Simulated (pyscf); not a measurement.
**Concerted two-bond exchange: SbH₃ + silane (SiH₄) → H₃Si–SbH₂ + hydrogen (H₂)**

Gas phase, singlet surface, charge 0. Bonds broken: Sb1–H2, Si5–H6. Bonds formed: Sb1–Si5, H2–H6. Structures and frequencies: ωB97X-D3(BJ)/def2-SVP in PySCF.

Transition state (Å):

```xyz
9

Sb    -2.5688    -0.8147     0.8184
H     -1.2252     0.7492     1.1448
H     -0.8711    -0.8964     0.1051
H     -3.0096     0.1340    -0.5382
Si     0.2278     0.2025    -0.6658
H     -0.4000     1.0766     0.8030
H     -0.3540     1.3082    -1.4734
H      0.4155    -0.9383    -1.6253
H      1.5934     0.4410    -0.1119
```

One imaginary mode, 1436i cm⁻¹; descent along it reached the two sides named.

| bond | change | reactant side (Å) | saddle | product side |
|---|---|---|---|---|
| Sb1–H2 | breaks | 1.708 | 2.087 | 3.5 |
| Si5–H6 | breaks | 1.489 | 1.821 | 3.3 |
| Sb1–Si5 | forms | 4.3 | 3.3 | 2.547 |
| H2–H6 | forms | 3.2 | 0.951 | 0.761 |

Electronic energies relative to the separated reactants (eV):

| level | barrier | reaction energy | reverse barrier |
|---|---|---|---|
| ωB97X-D3(BJ)/def2-TZVP | 3.06 | -0.31 | 3.37 |
| PBE/def2-TZVP | 2.57 | -0.17 | 2.73 |
| r²SCAN/def2-TZVP | 2.76 | -0.16 | 2.92 |
| B3LYP-D3(BJ)/def2-TZVP | 2.83 | -0.12 | 2.95 |
| PBE0-D3(BJ)/def2-TZVP | 2.76 | -0.19 | 2.94 |
| M06-2X/def2-TZVP | 2.94 | -0.14 | 3.07 |
| ωB97M-D3(BJ)/def2-TZVP | 3.07 | -0.06 | 3.13 |
| HF/def2-TZVP | 4.04 | +0.17 | 3.88 |

With ωB97M-D3(BJ)/def2-TZVP energies and thermal terms (ideal gas, 1 atm, RRHO with modes under 100 cm⁻¹ raised to 100, one conformer, R ln 2 for chiral ones without a mode under 150 cm⁻¹), in eV:

```
T (K)   ΔH‡   ΔG‡     ΔH     ΔG
-----  ----  ----  -----  -----
298    3.02  3.36  -0.09  -0.08
600    3.04  3.71  -0.03  -0.10
900    3.08  4.03  +0.01  -0.14
1200   3.12  4.34  +0.03  -0.20
```

At the saddle there is also a short H–Si contact that neither side keeps. From the product side, SiH₃• + SbH₂• + H₂ lies, by one bond made or cut, 0.54 eV under this saddle at ωB97M-D3(BJ)/def2-TZVP. This saddle turned up in a search for another step; its sides and bond changes are read from the two ends of the descent. This is the saddle that the search found; another between the same sides may lie lower. Elements past Kr carry the def2 core potentials, without spin-orbit coupling.
